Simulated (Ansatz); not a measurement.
# AlNH₄ (triplet): the correlation ladder at distance Al1–H4 along a hydrogen transfer = 1.921 Å, cc-pVDZ

How much of the correlation energy of AlNH₄ (triplet) does each wave-function method recover here?

Method: cc-pVDZ, core rule «outside noble gas», up to 6 orbitals frozen; program: Ansatz 0.2.0, Gaussian basis.

To be run: UHF; CCSD(T) on ROHF; CCSD(T) on UHF; BCCD(T) on ROHF; CISD; CCSDT(Q) on ROHF; CCSDT(Q) on UHF; CASSCF and MRCISD+Q, 4 electrons in 4 orbitals; CASSCF and NEVPT2, 4 electrons in 4 orbitals.

5 further runs of the same task are left out: 3 that didn't finish, 2 set aside as unsound or not needed.

### Step 1. What is computed

The geometry derives from fragments relaxed apart (PBE0/def2-TZVP) and kept rigid, so it is no stationary point. A hydrogen atom is moved between rigid fragments.

6 atoms, charge 0, spin multiplicity 3.

Atoms are counted from 1 here; the program's logs count them from 0.

Bond lengths: Al1–H2 1.586 Å, Al1–H3 1.586 Å, Al1–H4 1.921 Å, N5–H6 1.040 Å. Angles: H2–Al1–H3 120.0°, H2–Al1–H4 120.0°, H3–Al1–H4 120.0°.

In the tables R marks a restricted open-shell determinant and U an unrestricted one; 'pair' is the active space of 4 electrons in 4 orbitals; energies count from the table's Hartree-Fock row.

### Step 2. UHF

in.yaml

```yaml
crystal:
  periodic: [false, false, false]
  atoms:
    - {symbol: Al, position_ang: [-1.150132, 0.022483, 0.000000]}
    - {symbol: H, position_ang: [-1.943055, 1.395868, 0.000000]}
    - {symbol: H, position_ang: [-1.943056, -1.350901, 0.000000]}
    - {symbol: H, position_ang: [0.770868, 0.022483, 0.000000]}
    - {symbol: N, position_ang: [2.257868, 0.022483, 0.000000]}
    - {symbol: H, position_ang: [2.526950, -0.981743, 0.000000]}
basis:
  gaussian: {orbitals: cc-pVDZ}
magnetization: {spin_polarized: true, initial_magnetization: 2}
hamiltonian: {xc: hf}
output: {orbitals: {seedname: orbitals}}
```

Started as:

```
$ ansatz run in.yaml --threads 1 --pin off --events-out ev --progress --plain --max-ram 2393MiB
```

Standard output:

```text
Functional definition: HF
  name "HF"
  cite "Fock, Z. Phys. 61, 126 (1930) doi:10.1007/BF01340294"
  parent pbe
  exchange = exact_x
  correlation = 0
493 factors; integrals over basis functions are off by at most 1.5e-3 eV
mean field evaluation 1: about -8122.2295 eV, gradient 1.3e1 eV
mean field evaluation 2: about -8122.2635 eV, gradient 1.3e1 eV
mean field evaluation 4: about -8123.8622 eV, gradient 2.7e0 eV
mean field evaluation 8: about -8124.0612 eV, gradient 2.0e-1 eV
mean field evaluation 16: about -8110.8248 eV, gradient 2.5e1 eV
mean field evaluation 32: about -8122.4315 eV, gradient 6.0e0 eV
mean field -8124.06317543 eV, -298.5538150091 hartree, gradient 1.1e-5 eV, S^2 2.071777; 4 other end points of the search recorded, 0 dependent functions left out
reference -8124.06317543 eV, -298.5538150091 hartree; 13, 11 occupied and 39, 41 virtual orbitals, 493 factors
Total energy: -8124.06317543 eV, -298.5538150091 hartree
```

Wall time 0.99 s (1 thread of Arm Neoverse V1, shared host).

From the report: ⟨S²⟩ of the determinant 2.072 (pure triplet: 2.00).

### Step 3. CCSD(T) on ROHF

in.yaml: that of step 2 with these lines changed.

```diff
@@ -11,4 +11,3 @@
   gaussian: {orbitals: cc-pVDZ}
-magnetization: {spin_polarized: true, initial_magnetization: 2}
-hamiltonian: {xc: hf}
-output: {orbitals: {seedname: orbitals}}
+magnetization: {spin_polarized: false, initial_magnetization: 2}
+correlation: {method: ccsd_t, electrons: outside_noble_gas}
```

The command is unchanged.

Standard output (excerpt; [...] marks lines left out):

```text
Functional definition: HF
  name "HF"
  cite "Fock, Z. Phys. 61, 126 (1930) doi:10.1007/BF01340294"
  parent pbe
[...]
493 factors; integrals over basis functions are off by at most 1.5e-3 eV
[...]
mean field -8123.66892044 eV, -298.5393264056 hartree, gradient 1.6e-6 eV, S^2 2.000000; 5 other end points of the search recorded, 0 dependent functions left out
determinant -8123.66892044 eV, -298.5393264056 hartree, with singles and doubles -8130.61671368 eV, -298.7946530977 hartree
determinant -8120.63707109 eV, -298.4279079970 hartree, with singles and doubles -8128.19358564 eV, -298.7056047849 hartree
determinant -8120.42577546 eV, -298.4201430260 hartree, with singles and doubles -8127.55211802 eV, -298.6820312844 hartree
6 core orbitals not correlated: weight in the atoms' cores, before any rotation towards them, 1.000 or more for the frozen orbitals, at most 0.000 for the correlated occupied ones
reference -8123.66892044 eV, -298.5393264056 hartree; 7, 5 occupied and 39, 41 virtual orbitals, 493 factors
second order -5.52788390 eV of doubles, -0.18099636 eV of singles
cycle   1  -6.94799713 eV  change   -2.0e-4 eV  update   2.1e-3
[...]
cycle   9  -6.95043653 eV  change    4.4e-6 eV  update   2.8e-6
perturbative correction -0.13780896 eV, -0.0050643859 hartree
Total energy: -8130.75716593 eV, -298.7998146229 hartree
```

It took 4.6 s on 1 thread of Arm Neoverse V1, shared host.

From the report: correlation -7.0882 eV; T1 0.040; largest double amplitude 0.05.

### Step 4. CCSD(T) on UHF

in.yaml: that of step 3 with these lines changed.

```diff
@@ -11,3 +11,3 @@
   gaussian: {orbitals: cc-pVDZ}
-magnetization: {spin_polarized: false, initial_magnetization: 2}
+magnetization: {spin_polarized: true, initial_magnetization: 2}
 correlation: {method: ccsd_t, electrons: outside_noble_gas}
```

Launched as before.

Standard output (excerpt; [...] marks lines left out):

```text
Functional definition: HF
  name "HF"
  cite "Fock, Z. Phys. 61, 126 (1930) doi:10.1007/BF01340294"
  parent pbe
[...]
493 factors; integrals over basis functions are off by at most 1.5e-3 eV
[...]
mean field -8124.06317543 eV, -298.5538150091 hartree, gradient 8.7e-6 eV, S^2 2.071777; 2 other end points of the search recorded, 0 dependent functions left out
determinant -8124.06317543 eV, -298.5538150091 hartree, with singles and doubles -8130.62488791 eV, -298.7949534952 hartree
determinant -8121.29824667 eV, -298.4522057515 hartree, with singles and doubles -8128.13710653 eV, -298.7035292156 hartree
determinant -8120.80625045 eV, -298.4341252238 hartree, with singles and doubles -8127.55545416 eV, -298.6821538854 hartree
6 core orbitals not correlated: weight in the atoms' cores, before any rotation towards them, 1.000 or more for the frozen orbitals, at most 0.000 for the correlated occupied ones
reference -8124.06317543 eV, -298.5538150091 hartree; 7, 5 occupied and 39, 41 virtual orbitals, 493 factors
second order -5.32869187 eV of doubles, -0.00000000 eV of singles
cycle   1  -6.56198252 eV  change   -2.7e-4 eV  update   1.9e-3
[...]
cycle  10  -6.56452544 eV  change    3.3e-6 eV  update   1.9e-6
perturbative correction -0.12982956 eV, -0.0047711482 hartree
Total energy: -8130.75753042 eV, -298.7998280175 hartree
```

Run time: 3.9 s. Hardware: 1 thread of Arm Neoverse V1, shared host.

From the report: ⟨S²⟩ of the determinant 2.072 (pure triplet: 2.00); correlation -6.6944 eV; T1 0.022; largest double amplitude 0.05.

### Step 5. BCCD(T) on ROHF

in.yaml: that of step 4 with these lines changed.

```diff
@@ -11,3 +11,3 @@
   gaussian: {orbitals: cc-pVDZ}
-magnetization: {spin_polarized: true, initial_magnetization: 2}
-correlation: {method: ccsd_t, electrons: outside_noble_gas}
+magnetization: {spin_polarized: false, initial_magnetization: 2}
+correlation: {method: bccd_t, electrons: outside_noble_gas}
```

Launched as before.

Standard output (excerpt; [...] marks lines left out):

```text
Functional definition: HF
  name "HF"
  cite "Fock, Z. Phys. 61, 126 (1930) doi:10.1007/BF01340294"
  parent pbe
[...]
493 factors; integrals over basis functions are off by at most 1.5e-3 eV
[...]
mean field -8123.66892044 eV, -298.5393264056 hartree, gradient 1.6e-6 eV, S^2 2.000000; 5 other end points of the search recorded, 0 dependent functions left out
determinant -8123.66892044 eV, -298.5393264056 hartree, with singles and doubles -8130.61671368 eV, -298.7946530977 hartree
determinant -8120.63707109 eV, -298.4279079970 hartree, with singles and doubles -8128.19358564 eV, -298.7056047849 hartree
determinant -8120.42577546 eV, -298.4201430260 hartree, with singles and doubles -8127.55211802 eV, -298.6820312844 hartree
6 core orbitals not correlated: weight in the atoms' cores, before any rotation towards them, 1.000 or more for the frozen orbitals, at most 0.000 for the correlated occupied ones
reference -8123.66892044 eV, -298.5393264056 hartree; 7, 5 occupied and 39, 41 virtual orbitals, 493 factors
second order -5.52788390 eV of doubles, -0.18099636 eV of singles
cycle   1  -6.95562595 eV  change   -7.8e-3 eV  update   1.3e-2
[...]
cycle  11  -6.94732513 eV  change    2.7e-6 eV  update   4.8e-6
perturbative correction -0.14224559 eV, -0.0052274292 hartree
Total energy: -8130.75849117 eV, -298.7998633244 hartree
```

Run time: 5.5 s. Hardware: 1 thread of Arm Neoverse V1, shared host.

From the report: correlation -7.0896 eV; largest double amplitude 0.05.

### Step 6. CISD

in.yaml: that of step 5 with these lines changed.

```diff
@@ -12,2 +12,2 @@
 magnetization: {spin_polarized: false, initial_magnetization: 2}
-correlation: {method: bccd_t, electrons: outside_noble_gas}
+correlation: {active_space: {ras: {orbitals: [5, 2, 39], electrons: 12, max_holes: 2, max_particles: 2}, fixed_orbitals: true}}
```

Launched as before.

Standard output:

```text
Functional definition: HF
  name "HF"
  cite "Fock, Z. Phys. 61, 126 (1930) doi:10.1007/BF01340294"
  parent pbe
  exchange = exact_x
  correlation = 0
493 factors; integrals over basis functions are off by at most 1.5e-3 eV
mean field evaluation 1: about -8121.9704 eV, gradient 1.5e1 eV
mean field evaluation 2: about -8122.0011 eV, gradient 1.5e1 eV
mean field evaluation 4: about -8123.4232 eV, gradient 2.6e0 eV
mean field evaluation 8: about -8123.6496 eV, gradient 8.5e-1 eV
mean field evaluation 16: about -8123.6689 eV, gradient 1.6e-6 eV
mean field evaluation 32: about -8122.0208 eV, gradient 4.3e0 eV
mean field -8123.66892044 eV, -298.5393264056 hartree, gradient 1.6e-6 eV, S^2 2.000000; 4 other end points of the search recorded, 0 dependent functions left out
reference -8123.66892044 eV, -298.5393264056 hartree; 13, 11 occupied and 39, 41 virtual orbitals, 493 factors
state -8130.02523652 eV, -298.7729167133 hartree
Total energy: -8130.02523652 eV, -298.7729167133 hartree
```

Wall time 7 s (1 thread of Arm Neoverse V1, shared host).

From the report: 172,556 determinants.

### Step 7. CCSDT(Q) on ROHF

in.yaml: that of step 6 with these lines changed.

```diff
@@ -12,2 +12,2 @@
 magnetization: {spin_polarized: false, initial_magnetization: 2}
-correlation: {active_space: {ras: {orbitals: [5, 2, 39], electrons: 12, max_holes: 2, max_particles: 2}, fixed_orbitals: true}}
+correlation: {method: ccsdt_q, electrons: outside_noble_gas}
```

The command is unchanged.

Standard output (excerpt; [...] marks lines left out):

```text
Functional definition: HF
  name "HF"
  cite "Fock, Z. Phys. 61, 126 (1930) doi:10.1007/BF01340294"
  parent pbe
[...]
962 factors; integrals over basis functions are off by at most 2.5e-7 eV
[...]
mean field -8123.66897448 eV, -298.5393283916 hartree, gradient 1.6e-6 eV, S^2 2.000000; 5 other end points of the search recorded, 0 dependent functions left out
determinant -8123.66897448 eV, -298.5393283916 hartree, with singles and doubles -8130.61676176 eV, -298.7946548646 hartree
determinant -8120.63713982 eV, -298.4279105228 hartree, with singles and doubles -8128.19364795 eV, -298.7056070745 hartree
determinant -8120.42583246 eV, -298.4201451206 hartree, with singles and doubles -8127.55217327 eV, -298.6820333148 hartree
6 core orbitals not correlated: weight in the atoms' cores, before any rotation towards them, 1.000 or more for the frozen orbitals, at most 0.000 for the correlated occupied ones
reference -8123.66897448 eV, -298.5393283916 hartree; 7, 5 occupied and 39, 41 virtual orbitals, 962 factors
second order -5.52793851 eV of doubles, -0.18099570 eV of singles
cycle   1  -6.53301603 eV  change   -8.2e-1 eV  update   8.5e-2
[...]
cycle  18  -7.11921512 eV  change    1.2e-6 eV  update   1.4e-6
perturbative correction -0.00934871 eV, -0.0003435586 hartree
Total energy: -8130.79753831 eV, -298.8012982803 hartree
```

Run time: 71 s. Hardware: 1 thread of Arm Neoverse V1, shared host; peak memory 0.72 GiB.

From the report: correlation -7.1286 eV; T1 0.041; largest double amplitude 0.06.

### Step 8. CCSDT(Q) on UHF

in.yaml: that of step 7 with these lines changed.

```diff
@@ -11,3 +11,3 @@
   gaussian: {orbitals: cc-pVDZ}
-magnetization: {spin_polarized: false, initial_magnetization: 2}
+magnetization: {spin_polarized: true, initial_magnetization: 2}
 correlation: {method: ccsdt_q, electrons: outside_noble_gas}
```

Same command.

Standard output (excerpt; [...] marks lines left out):

```text
Functional definition: HF
  name "HF"
  cite "Fock, Z. Phys. 61, 126 (1930) doi:10.1007/BF01340294"
  parent pbe
[...]
962 factors; integrals over basis functions are off by at most 2.5e-7 eV
[...]
mean field -8124.06322880 eV, -298.5538169706 hartree, gradient 8.7e-6 eV, S^2 2.071778; 2 other end points of the search recorded, 0 dependent functions left out
determinant -8124.06322880 eV, -298.5538169706 hartree, with singles and doubles -8130.62493636 eV, -298.7949552757 hartree
determinant -8121.29831569 eV, -298.4522082879 hartree, with singles and doubles -8128.13716578 eV, -298.7035313933 hartree
determinant -8120.80630894 eV, -298.4341273734 hartree, with singles and doubles -8127.55550937 eV, -298.6821559145 hartree
6 core orbitals not correlated: weight in the atoms' cores, before any rotation towards them, 1.000 or more for the frozen orbitals, at most 0.000 for the correlated occupied ones
reference -8124.06322880 eV, -298.5538169706 hartree; 7, 5 occupied and 39, 41 virtual orbitals, 962 factors
second order -5.32874261 eV of doubles, -0.00000000 eV of singles
cycle   1  -6.15110218 eV  change   -8.2e-1 eV  update   7.8e-2
[...]
cycle  21  -6.72649127 eV  change   -8.4e-7 eV  update   4.3e-7
perturbative correction -0.00883983 eV, -0.0003248577 hartree
Total energy: -8130.79855990 eV, -298.8013358233 hartree
```

Run time: 63 s. Hardware: 1 thread of Arm Neoverse V1, shared host; peak memory 0.57 GiB.

From the report: ⟨S²⟩ of the determinant 2.072 (pure triplet: 2.00); correlation -6.7353 eV; T1 0.024; largest double amplitude 0.06.

### Step 9. CASSCF and MRCISD+Q, 4 electrons in 4 orbitals

in.yaml: that of step 8 with these lines changed.

```diff
@@ -11,3 +11,3 @@
   gaussian: {orbitals: cc-pVDZ}
-magnetization: {spin_polarized: true, initial_magnetization: 2}
-correlation: {method: ccsdt_q, electrons: outside_noble_gas}
+magnetization: {spin_polarized: false, initial_magnetization: 2}
+correlation: {method: fic_mrcisd_q, electrons: outside_noble_gas, active_space: {window: {electrons: 4, orbitals: 4}}}
```

The command is unchanged.

Standard output (excerpt; [...] marks lines left out):

```text
Functional definition: HF
  name "HF"
  cite "Fock, Z. Phys. 61, 126 (1930) doi:10.1007/BF01340294"
  parent pbe
[...]
493 factors; integrals over basis functions are off by at most 1.5e-3 eV
[...]
mean field -8123.66892044 eV, -298.5393264056 hartree, gradient 1.6e-6 eV, S^2 2.000000; 4 other end points of the search recorded, 0 dependent functions left out
reference -8123.66892044 eV, -298.5393264056 hartree; 13, 11 occupied and 39, 41 virtual orbitals, 493 factors
state -8124.39559229 eV, -298.5660311035 hartree
contracted CI cycle   1: correlation 0.00000000 eV, 0.0000000000 hartree, residual 2.13e1 eV
contracted CI cycle   2: correlation -5.63775547 eV, -0.2071836921 hartree, residual 3.09e0 eV
contracted CI cycle   3: correlation -5.78435593 eV, -0.2125711596 hartree, residual 7.65e-1 eV
contracted CI cycle   4: correlation -5.79449879 eV, -0.2129439028 hartree, residual 2.06e-1 eV
contracted CI cycle   5: correlation -5.79533038 eV, -0.2129744633 hartree, residual 6.97e-2 eV
contracted CI cycle   6: correlation -5.79542939 eV, -0.2129781016 hartree, residual 2.80e-2 eV
contracted CI cycle   7: correlation -5.79544722 eV, -0.2129787570 hartree, residual 1.14e-2 eV
contracted CI cycle   8: correlation -5.79545005 eV, -0.2129788610 hartree, residual 4.17e-3 eV
contracted CI cycle   9: correlation -5.79545040 eV, -0.2129788739 hartree, residual 1.58e-3 eV
contracted CI cycle  10: correlation -5.79545045 eV, -0.2129788757 hartree, residual 5.31e-4 eV
state -8124.39559229 eV, -298.5660311035 hartree; corrected -8130.73442274 eV, -298.7989788258 hartree
Total energy: -8130.73442274 eV, -298.7989788258 hartree
```

It took 2.6 s on 1 thread of Arm Neoverse V1, shared host.

From the report: 18 determinants; active occupations 1.95, 1.00, 1.00, 0.05.

### Step 10. CASSCF and NEVPT2, 4 electrons in 4 orbitals

in.yaml: that of step 9 with these lines changed.

```diff
@@ -12,2 +12,2 @@
 magnetization: {spin_polarized: false, initial_magnetization: 2}
-correlation: {method: fic_mrcisd_q, electrons: outside_noble_gas, active_space: {window: {electrons: 4, orbitals: 4}}}
+correlation: {method: sc_nevpt2, electrons: outside_noble_gas, active_space: {window: {electrons: 4, orbitals: 4}}}
```

Same command.

Standard output:

```text
Functional definition: HF
  name "HF"
  cite "Fock, Z. Phys. 61, 126 (1930) doi:10.1007/BF01340294"
  parent pbe
  exchange = exact_x
  correlation = 0
493 factors; integrals over basis functions are off by at most 1.5e-3 eV
mean field evaluation 1: about -8121.9704 eV, gradient 1.5e1 eV
mean field evaluation 2: about -8122.0011 eV, gradient 1.5e1 eV
mean field evaluation 4: about -8123.4232 eV, gradient 2.6e0 eV
mean field evaluation 8: about -8123.6496 eV, gradient 8.5e-1 eV
mean field evaluation 16: about -8123.6689 eV, gradient 1.6e-6 eV
mean field evaluation 32: about -8122.0208 eV, gradient 4.3e0 eV
mean field -8123.66892044 eV, -298.5393264056 hartree, gradient 1.6e-6 eV, S^2 2.000000; 4 other end points of the search recorded, 0 dependent functions left out
reference -8123.66892044 eV, -298.5393264056 hartree; 13, 11 occupied and 39, 41 virtual orbitals, 493 factors
state -8124.39559229 eV, -298.5660311035 hartree
state -8124.39559229 eV, -298.5660311035 hartree; corrected -8129.56173112 eV, -298.7558832039 hartree
Total energy: -8129.56173112 eV, -298.7558832039 hartree
```

Wall time 2.1 s (1 thread of Arm Neoverse V1, shared host).

From the report: 18 determinants; active occupations 1.95, 1.00, 1.00, 0.05.

### Step 11. Misses and costs

The yardstick is UCCSDT(Q), where the cluster series has nearly closed. Rows without a time come out of other runs: HF, MP2 and CCSD of CCSD(T), CCSDT of CCSDT(Q), CASSCF and MRCISD of the multireference runs.

Differences are taken before rounding.

```tsv
method	energy from the lowest RHF (kJ/mol)	from UCCSDT(Q) (kJ/mol)	time
RHF	0.0	+687.9	
UHF	-38.0	+649.9	
RMP2	-550.8	+137.1	
UMP2	-552.2	+135.7	
CISD	-613.3	+74.6	7 s
RCCSD	-670.6	+17.3	
UCCSD	-671.4	+16.5	
RCCSD(T)	-683.9	+4.0	4.6 s
UCCSD(T)	-683.9	+4.0	3.9 s
BCCD(T)	-684.0	+3.9	5.5 s
RCCSDT	-686.9	+1.0	
UCCSDT	-687.1	+0.9	
RCCSDT(Q)	-687.8	+0.1	71 s
UCCSDT(Q)	-687.9	0	63 s
CASSCF pair	-70.1	+617.8	
NEVPT2 pair	-568.6	+119.3	2.1 s
MRCISD pair	-629.3	+58.6	
MRCISD+Q pair	-681.7	+6.2	2.6 s
```

Among the levels timed on like hardware and quicker than the yardstick, those that no quicker one beats, quickest first: NEVPT2 pair (2.1 s, +119.3 kJ/mol); MRCISD+Q pair (2.6 s, +6.2 kJ/mol); UCCSD(T) (3.9 s, +4.0 kJ/mol); BCCD(T) (5.5 s, +3.9 kJ/mol).

### Step 12. Results

| quantity | value |
| --- | --- |
| UCCSDT(Q) below the RHF energy | -7.1296 eV |
| RMP2 from UCCSDT(Q) | +137.1 kJ/mol |
| UMP2 from UCCSDT(Q) | +135.7 kJ/mol |
| RCCSD from UCCSDT(Q) | +17.3 kJ/mol |
| RCCSD(T) from UCCSDT(Q) | +4.0 kJ/mol |
| UCCSD(T) from UCCSDT(Q) | +4.0 kJ/mol |
| RCCSDT(Q) from UCCSDT(Q) | +0.1 kJ/mol |
| NEVPT2 pair from UCCSDT(Q) | +119.3 kJ/mol |
| MRCISD+Q pair from UCCSDT(Q) | +6.2 kJ/mol |
| levels within 1 kcal/mol (43 meV) | RCCSD(T), UCCSD(T), BCCD(T), RCCSDT, UCCSDT, RCCSDT(Q) |
| T1 diagnostic | 0.040 |

**Reading.** RCCSD(T) lands +4.0 kJ/mol from the yardstick (0.6 % of the correlation energy). Of the multireference levels listed MRCISD+Q pair comes nearest in total energy (+6.2 kJ/mol), which doesn't show that its space is the better one. These misses are within one basis, not against nature; the frozen cores of restricted and unrestricted runs differ, which can shift their rows.

BCCD(T) reaches 3.9 kJ/mol from the reference in 5.5 s, where UCCSDT(Q) took 63 s; the quickest level in the cost chart, NEVPT2 pair, takes 2.1 s and misses by 119.3 kJ/mol.
